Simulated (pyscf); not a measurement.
Elementary routes open to H₃C–Cl + CH₃• in the gas phase (doublet surface):
A. •H₂C–Cl + CH₄ (C–H broken; C–H formed)
B. H₃C–CH₃ + Cl• (C–Cl broken; C–C formed)

Structures and frequencies: ωB97X-D3(BJ)/def2-SVP in PySCF. Correlated levels are frozen-core, on RHF or UHF. ΔMP2 is the change of the MP2 total energy from the triple- to the quadruple-zeta basis.

Task: Rank the routes by free-energy barrier at 298 K, lowest first, for CCSD(T)/def2-TZVPP + ΔMP2(QZVPP) energies (ideal gas, 1 atm, RRHO with modes under 100 cm⁻¹ raised to 100, one conformer, R ln 2 for chiral ones without a mode under 150 cm⁻¹).

Result: A (90.1 kJ/mol), B (150.0 kJ/mol)

Route A is the fastest of these, ahead of the next by 59.9 kJ/mol. The most stable products are those of A (ΔG = -23.4 kJ/mol), so kinetics and thermodynamics agree. At 1200 K A is still the fastest. Only these routes are compared; each barrier is that of the saddle found, and lower ones may exist. The CCSD(T) − MP2 part came from Ansatz, without density fitting, on the same reference. A UHF reference is spin-contaminated (<S²> up to 0.85), which harms MP2 most. Left out: orbital degeneracy and the spin-orbit lowering of Cl.
